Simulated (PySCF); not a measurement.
# State search for CO⁺

Unrestricted PBE0; C def2-TZVP, O def2-TZVP; no relativity (PySCF 2.14). Outer shells of the fragments: C+ 2s2 2p1; O 2s2 2p4.

Followed along the bond (rough minima from three points):

```tsv
2Ms+1	unpaired	⟨S²⟩ at the start	R at minimum (Å)	Te (eV)
2	σ ↑	0.84	1.11	0.00
4	σ ↑, π ↑↑	3.76	1.31	5.79
```

Solutions found at the starting distance of 1.410 Å, counted from the lowest of them; the search is not exhaustive and high or unbound solutions are not listed, so other states can lie among these:

```
2Ms+1   unpaired   term  E (eV)  ⟨S²⟩  ⟨Lz²⟩  μ (D)
    2        σ ↑    ²Σ⁺    0.00  0.84   0.00  -3.06
    2        π ↑     ²Π    0.00  0.76   1.01  -1.47
    4  σ ↑, π ↑↑  mixed    2.83  3.76   2.01  -2.26
    4  σ ↑, π ↑↑  mixed    3.49  3.76   2.00  -2.45
    2  σ ↑, π ↑↓  mixed    3.86  1.76   2.01  -2.58
    2  σ ↓, π ↑↑  mixed    4.00  1.77   2.01  -1.85
```

A term symbol is given only where ⟨S²⟩ and ⟨Lz²⟩ are close to those of a pure state; real π, δ and φ orbitals otherwise mix terms. A positive dipole points towards O; it is taken about the centre of mass and depends on that origin.

Compare the gap between the two lowest followed solutions at the starting distance with the gap between their minima.

At PBE0 the second solution (quartet, unpaired electrons σ ↑, π ↑↑) lies +2.83 eV from the first (doublet, unpaired electrons σ ↑) at 1.410 Å and +5.79 eV at the minima; the two curves relax by different amounts, since their minima lie near 1.31 and 1.11 Å.

Counting both spins, an empty level lies below a filled one in some of these solutions, because spin and occupation are held.
